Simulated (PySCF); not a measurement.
H3N, SMILES N. Geometry: PBE-D3(BJ)/def2-TZVPD.

Give the equilibrium geometry at PBE-D3(BJ)/def2-TZVPD (PySCF confirms it by a frequency run) as bond lengths and angles, and its point group. (The exact figures need the calculation; the answer reports its results.)

point group C3v.
Atoms: N1 H2 H3 H4. Bonded distances (Å): N1–H2 1.023, N1–H3 1.023, N1–H4 1.023. Bond angles (°): H2–N1–H3 106.2, H2–N1–H4 106.2, H3–N1–H4 106.2.
Charge 0, spin multiplicity 1.
